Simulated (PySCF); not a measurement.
## Static response to an electric field

Compound: C₅H₇ (charge +1).
Cartesian coordinates in Å at the GFN2-xTB level; atoms count from 1:
```
atom  x, y, z in Å
C1     1.588    1.964   -0.027
C2     0.823    1.026   -0.015
C3    -0.038   -0.059    0.001
C4     0.513   -1.396    0.096
C5    -1.468    0.172   -0.080
H6     2.252    2.786   -0.037
H7    -0.063   -2.009    0.795
H8     0.367   -1.894   -0.873
H9     1.575   -1.415    0.334
H10   -1.709    0.911   -0.850
H11   -1.800    0.656    0.849
H12   -2.039   -0.743   -0.218
```

Level: B3LYP/def2-SVPD (PySCF), static field, nuclei fixed, core orbitals frozen in the response. The polarisability tensor in these axes (au):

```
x   63.65 14.57 -0.08
y   14.57 70.91 -0.49
z   -0.08 -0.49 36.95
```

Problem. Diagonalise the tensor; give its mean and Δα, where Δα² is half the sum of the squared differences of the eigenvalues.

Solution. Principal values 36.95, 52.27 and 82.30 au; mean 57.17 au = 8.47 Å³ = 9.43 × 10⁻⁴⁰ C²·m²/J; Δα = 39.96 au (70 % of the mean).

Problem. What are the principal values of the traceless quadrupole moment, Θ = ½Σq(3rr − r²1), about the centre of nuclear charge?

Solution. -11.46, -3.53, 14.99 D·Å. The values depend on the origin, since the species is charged. The electronic extent ⟨r²⟩ about the same centre is 445 bohr², a root-mean-square distance of 1.86 Å for the 36 electrons.

Problem. Directions of the eigenvectors, and the extent of the frame along each?

Solution. Largest value along (0.62, 0.79, -0.01), where the nuclei span 5.42 Å; middle along (0.79, -0.62, 0.02), 4.04 Å; least along (-0.01, 0.02, 1.00), 1.78 Å. The response follows the extents in order.

Problem. Sum over states: ᾱ = Σ f/ω², ω in Eh. What share falls to these 8 lowest TDDFT singlets (eV, f)? 2.99, 0.0000; 4.97, 0.2138; 5.40, 0.0053; 5.76, 0.0016; 6.44, 0.1701; 7.37, 0.0015; 7.80, 0.0007; 8.09, 0.1889.

Solution. They add up to 11.79 au, 20.6 % of the 57.17 au; the largest single term is 6.41 au, from the state at 4.97 eV. Terms in order: 0.00, 6.41, 0.13, 0.04, 3.04, 0.02, 0.01, 2.14 au. Higher excitations give the rest. The strengths listed sum to 0.582.

Problem. Rayleigh depolarisation ratio (linearly polarised light, static tensor)?

Solution. ρ = 3Δα²/(45ᾱ² + 4Δα²) = 4790.6/(147077 + 6387.5) = 0.0312.

Geometry: GFN2-xTB; no solvent, vibrations or thermal averaging.

These values come from a run that also computed excited states. Hardware: one thread of an x86-64 server, on a shared host. Cost: 13 s wall.
